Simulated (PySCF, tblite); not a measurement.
**aluminium trichloride and hydrogen cyanide**

A gas-phase complex of aluminium trichloride and hydrogen cyanide; neutral, singlet. The structure comes from a short search (6 tight-binding starts) and was relaxed by PBE0-D3(BJ)/def2-SVPD; another way of binding may lie lower. Frequencies by PBE0-D3(BJ)/def2-SVPD show no clear imaginary mode.

Parts: 1 = aluminium trichloride ([Cl][Al]([Cl])[Cl]), atoms 1–4; 2 = hydrogen cyanide (C#N), atoms 5–7.

Coordinates in Å:
```
Cl1    -2.032   -0.362    0.253
Al2     0.065   -0.062    0.251
Cl3     0.760    1.872    0.766
Cl4     1.182   -1.130   -1.199
C5      0.852   -1.652    2.862
N6      0.573   -1.078    1.911
H7      1.116   -2.194    3.759
```

| contact | kind (by geometry) | distance (Å) | angle (°) |
| --- | --- | --- | --- |
| Al2···N6 | bond | 2.012 | - |

The parts are joined by the bond Al2–N6, so these are energies of forming such bonds; deforming the relaxed parts to their shape in the adduct costs 5.6 kcal/mol, which the interaction energies leave out.

Interaction energies are complex less parts, with the parts frozen as they stand in it; counterpoise-corrected, in kcal/mol (PySCF).

Problem. How strongly do the parts interact, level by level?

Solution. 
| level | interaction | superposition error removed |
| --- | --- | --- |
| wB97M-D3(BJ)/def2-SVPD | -29.59 | -2.47 |
| PBE0-D3(BJ)/def2-SVPD | -30.61 | -2.46 |

Problem. What holds them together? Decompose the wB97M-D3(BJ)/def2-SVPD energy: frozen parts, their antisymmetrised product, then relaxation.

Solution. electrostatic -51.0, Pauli repulsion +56.6, orbital relaxation -35.5, dispersion correction -2.1 kcal/mol, which sum to the value before the counterpoise correction; the Pauli term holds the exchange-correlation of the frozen density too. Of the attraction, 58 % is electrostatic, 40 % is orbital relaxation, 2 % is dispersion correction.

The parts were also relaxed and run alone, at the levels used for the complex: shieldings by PBE0/pcSseg-2; core levels by delta-SCF with SCAN, pcX-2 on the ionised atom and pcseg-1 elsewhere, spin-free X2C (2p3/2 is the spin-free 2p value less a third of a first-order spin-orbit splitting).

Values alone: shielding of Al2 (ppm): 408.6; shielding of N6 (ppm): -49.0; Cl1 2p3/2 core level (eV): 206.55; Al2 2p3/2 core level (eV): 83.02.

Problem. What does binding change?

Solution. 
```tsv
property	alone	in the complex	change
shielding of Al2 (ppm)	408.6	460.0	+51.4
shielding of N6 (ppm)	-49.0	23.1	+72.1
Cl1 2p3/2 core level (eV)	206.55	205.42	-1.13
Al2 2p3/2 core level (eV)	83.02	81.87	-1.15
```
